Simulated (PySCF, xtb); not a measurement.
HS, SMILES [SH] (connectivity only; charge and spin as stated), charge -1, multiplicity 1.

GFN2-xTB in xtb 6.7.1 at its own geometry gives an orbital gap of 5.17 eV.

Geometry optimised at B3LYP-D3(BJ)/def2-TZVPD. The spin state was assumed, not searched.

Problem. What does B3LYP/def2-TZVPD run with PySCF give? (An estimate is asked for; the answer gives what the named calculation found.)

Solution. gap 4.40 eV (levels 0.06 and 4.46 eV).
